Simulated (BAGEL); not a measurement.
**CH5BS (SMILES BSC): HF/def2-SVPD (density fitting with qzvpp-jkfit)**

Aim: a single-point energy of CH5BS. 

Program for the calculation: BAGEL 1.2.2.

### 1 The structure to begin with

The species is CH5BS (8 atoms), meant as a singlet with charge 0. SMILES: `BSC`. The B1–H5 distance was set to 2.146 Å, away from the relaxed value. At this shape a bond of the SMILES string is far longer than usual.

Bond lengths: B1–S2 1.749 Å, S2–C3 1.809 Å, B1–H4 1.194 Å, C3–H6 1.090 Å, C3–H7 1.090 Å, C3–H8 1.088 Å. Angles: B1–S2–C3 105.8°, S2–B1–H4 121.2°, S2–C3–H6 109.1°, S2–C3–H7 109.0°, S2–C3–H8 109.9°, H6–C3–H7 109.0°, H6–C3–H8 109.9°, H7–C3–H8 109.9°.

### 2 The energy at HF/def2-SVPD (density fitting with qzvpp-jkfit)

Contents of hf.json:

```json
{ "bagel" : [

{
  "title" : "molecule",
  "basis" : "def2-svpd.json",
  "df_basis" : "qzvpp-jkfit",
  "angstrom" : true,
  "geometry" : [
    { "atom" : "B", "xyz" : [   -0.696946,    0.161508,   -0.408097 ] },
    { "atom" : "S", "xyz" : [    0.880754,    0.060208,    0.340903 ] },
    { "atom" : "C", "xyz" : [    0.914354,   -1.529592,    1.202803 ] },
    { "atom" : "H", "xyz" : [   -1.494846,   -0.718592,   -0.290397 ] },
    { "atom" : "H", "xyz" : [   -1.086100,    1.947800,   -1.532900 ] },
    { "atom" : "H", "xyz" : [    1.083554,   -1.354892,    2.265003 ] },
    { "atom" : "H", "xyz" : [    1.732554,   -2.130892,    0.807203 ] },
    { "atom" : "H", "xyz" : [   -0.030546,   -2.049892,    1.059103 ] }
  ]
},
{
  "title" : "hf",
  "charge" : 0
},
{
  "title" : "print",
  "file" : "orbitals.molden",
  "orbitals" : true
}

]}
```

The basis set def2-SVPD is read from a file made from the Basis Set Exchange's data (not shown).

The run is started by

```bash
BAGEL_NUM_THREADS=1 BAGEL hf.json > hf.out
```

Log:

```text
* using 1 threads per process

  ===============================================================
  ===============================================================

  *** Geometry ***

  { "atom" : "B", "xyz" : [     -1.317037,      0.305206,     -0.771192 ] },
  { "atom" : "S", "xyz" : [      1.664384,      0.113777,      0.644213 ] },
  { "atom" : "C", "xyz" : [      1.727879,     -2.890510,      2.272968 ] },
  { "atom" : "H", "xyz" : [     -2.824850,     -1.357942,     -0.548771 ] },
  { "atom" : "H", "xyz" : [     -2.052432,      3.680809,     -2.896761 ] },
  { "atom" : "H", "xyz" : [      2.047620,     -2.560375,      4.280235 ] },
  { "atom" : "H", "xyz" : [      3.274053,     -4.026802,      1.525393 ] },
  { "atom" : "H", "xyz" : [     -0.057724,     -3.873734,      2.001415 ] },

  Number of auxiliary basis functions:      368

  Since a DF basis is specified, we compute 2- and 3-index integrals:
    o Being stored without compression. Storage requirement is 0.034 GB

  Number of basis functions:      107
  Number of electrons      :       32

    * METHOD: MOLECULE                             0.14

  *** RHF ***

  === Nuclear Repulsion ===
    92.5658630248

      * DIIS with orbital gradients will be used.

  === RHF iteration (def2-svpd.json) ===
      0       -462.60993067          0.01107635           0.05
      1       -462.69439375          0.00513321           0.05
      2       -462.70629946          0.00142736           0.05
      3       -462.70799718          0.00025954           0.05
      4       -462.70804912          0.00007909           0.05
      5       -462.70805530          0.00002354           0.05
      6       -462.70805600          0.00000897           0.05
      7       -462.70805612          0.00000313           0.05
      8       -462.70805614          0.00000100           0.05
      9       -462.70805614          0.00000034           0.05
     10       -462.70805614          0.00000013           0.05
     11       -462.70805614          0.00000005           0.05
     12       -462.70805614          0.00000001           0.05
     13       -462.70805614          0.00000001           0.05
    * SCF iteration converged.

    * Permanent dipole moment:
           (   -0.284872,     1.265650,    -0.800424) a.u.

    * METHOD: HF                                   0.86

    * METHOD: PRINT                                0.02

  ===============================================================
```

Run time: 1.2 s. Hardware: 1 thread of Arm Neoverse V2, shared host; peak memory 0.11 GiB.

### 3 Summary of results

Level: HF/def2-SVPD (density fitting with qzvpp-jkfit).

```
     quantity          value
 total energy  -462.70806 Eh
dipole moment         3.87 D
  HOMO energy       -9.69 eV
  LUMO energy        1.85 eV
HOMO–LUMO gap       11.53 eV
```
